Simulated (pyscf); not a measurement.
Structures and frequencies: ωB97X-D3(BJ)/def2-SVP in PySCF.

Q: F–SnH₂–SnH₃ + hydrogen (H₂) → H₃Sn–SnH₃ + hydrogen fluoride (HF)
Surface: singlet. Broken: F–Sn, H–H. Formed: H–Sn, F–H. Give ΔE‡ and ΔE from ωB97M-D3(BJ)/def2-TZVP, relative to the separated reactants.

A: ΔE‡ = 149.0 kJ/mol, ΔE = +35.4 kJ/mol. Zero-point energy shifts the barrier by +8.2 kJ/mol. It is a four-centre exchange, with an imaginary mode of 1094i cm⁻¹. At the saddle there is also a short H–Sn contact that neither side keeps. This is the saddle that the search found; another between the same sides may lie lower. Elements past Kr carry the def2 core potentials, without spin-orbit coupling.
